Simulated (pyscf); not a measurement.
H₂N–B(Cl)–Cl + silane (SiH₄) → H₂N–BH–Cl + H₃Si–Cl, a four-centre exchange (singlet surface; B–Cl, H–Si broken, B–H, Cl–Si formed). PySCF, gas phase, ωB97X-D3(BJ)/def2-SVP geometries. Energies in kcal/mol from the separated reactants.

Small-basis levels: PySCF, no dispersion term, spherical d functions. 

In single points B3LYP/LANL2DZ puts the saddle at 56.3 kcal/mol and the reaction energy at +5.4 kcal/mol. Should these be trusted to within a few kcal/mol? Compare with ωB97M-D3(BJ)/def2-TZVP.

ωB97M-D3(BJ)/def2-TZVP gives ΔE‡ = 36.0 kcal/mol and ΔE = -3.8 kcal/mol. B3LYP/LANL2DZ lies 20.3 kcal/mol over it in the barrier and 9.2 kcal/mol over it in the reaction energy, so on this step it does not hold to within 3.0 kcal/mol. ωB97M-D3(BJ)/def2-TZVP has limits of its own. The same reactants have a lower exit, to H₂N–SiH₃ + Cl–BH–Cl (barrier +21.9 kcal/mol at ωB97M-D3(BJ)/def2-TZVP, against +36.0 kcal/mol here). This is the saddle that the search found; another between the same sides may lie lower.
